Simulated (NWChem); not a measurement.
phosphine (PH3); SMILES P

Computed with NWChem. Each level has its own optimisation; frequencies are unscaled.

For level BP86/def2-TZVP:

```yaml
lowest (cm⁻¹): 982
dipole (D): 0.64
```

Task: Estimate the same quantities for level LDA (Slater exchange, VWN5)/def2-SVP.

Result: 
| Property | Value |
|---|---|
| lowest (cm⁻¹) | 958 |
| dipole (D) | 0.94 |
